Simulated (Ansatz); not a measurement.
# Si2H4 (triplet): from Hartree-Fock to the top rungs at distance Si1–H5 along a hydrogen transfer = 1.969 Å, cc-pVDZ

The task here is to estimate one member of a computed series from the others.

Computed with Ansatz 0.2.0, Gaussian basis. Level: cc-pVDZ, core rule «outside noble gas», up to 10 orbitals frozen.

To be run: UHF; CCSD(T) on ROHF; CCSD(T) on UHF; BCCD(T) on ROHF; CISD; CCSDT(Q) on ROHF; CCSDT(Q) on UHF; CASSCF and MRCISD+Q, 4 electrons in 4 orbitals; CASSCF and NEVPT2, 4 electrons in 4 orbitals.

10 further runs of the same task are left out: 10 that didn't finish.

## The geometry

The geometry derives from fragments relaxed apart (PBE0/def2-TZVP) and kept rigid, so it is no stationary point. A hydrogen atom is moved between rigid fragments.

6 atoms, charge 0, spin multiplicity 3.

Atoms are counted from 1 here; the program's logs count them from 0.

Bond lengths: Si1–H2 1.485 Å, Si1–H3 1.485 Å, Si1–H4 1.485 Å. Angles: H2–Si1–H3 109.5°, H2–Si1–H4 109.5°, H3–Si1–H4 109.5°.

Set-up of the first run:

The input, in.yaml:

```yaml
crystal:
  periodic: [false, false, false]
  atoms:
    - {symbol: Si, position_ang: [-1.768271, 0.000000, 0.000000]}
    - {symbol: H, position_ang: [-2.263143, 1.399708, 0.000000]}
    - {symbol: H, position_ang: [-2.263143, -0.699854, 1.212183]}
    - {symbol: H, position_ang: [-2.263143, -0.699854, -1.212182]}
    - {symbol: H, position_ang: [0.200729, 0.000000, 0.000000]}
    - {symbol: Si, position_ang: [2.004729, 0.000000, 0.000000]}
basis:
  gaussian: {orbitals: cc-pVDZ}
magnetization: {spin_polarized: true, initial_magnetization: 2}
hamiltonian: {xc: hf}
output: {orbitals: {seedname: orbitals}}
```

Started as:

```bash
ansatz run in.yaml --threads 1 --pin off --events-out ev --progress --plain --max-ram 2393MiB
```

Steps of the session up to this table: UHF; CCSD(T) on ROHF; CCSD(T) on UHF; BCCD(T) on ROHF; CISD; CCSDT(Q) on ROHF; CCSDT(Q) on UHF; CASSCF and MRCISD+Q, 4 electrons in 4 orbitals; CASSCF and NEVPT2, 4 electrons in 4 orbitals.

One table of the session follows, with a row left open; its other results are not shown here.

```
       method  from UCCSDT(Q) (kcal/mol)
         ROHF                    +146.59
          UHF                    +143.43
         RMP2                     +35.61
         UMP2                     +35.36
         CISD                     +18.11
        RCCSD                      +4.73
        UCCSD                      +4.63
     RCCSD(T)                      +1.11
     UCCSD(T)                      +1.09
      BCCD(T)                      +1.09
       RCCSDT                      +0.17
       UCCSDT                      +0.17
    RCCSDT(Q)                          ?
    UCCSDT(Q)                          0
  CASSCF pair                    +133.86
  NEVPT2 pair                     +34.93
  MRCISD pair                     +15.24
MRCISD+Q pair                      +0.63
```

Q: Estimate the row for RCCSDT(Q) from the others.

The run gave: from UCCSDT(Q) (kcal/mol): +0.01. In the column «from UCCSDT(Q) (kcal/mol)» it lies between UCCSDT(Q) (0) and RCCSDT (+0.17).

Caveats from the session: Restricted and unrestricted rows rest on different reference determinants; where their highest levels disagree by more than a few hundredths of an eV, they describe different states and don't form one ladder.
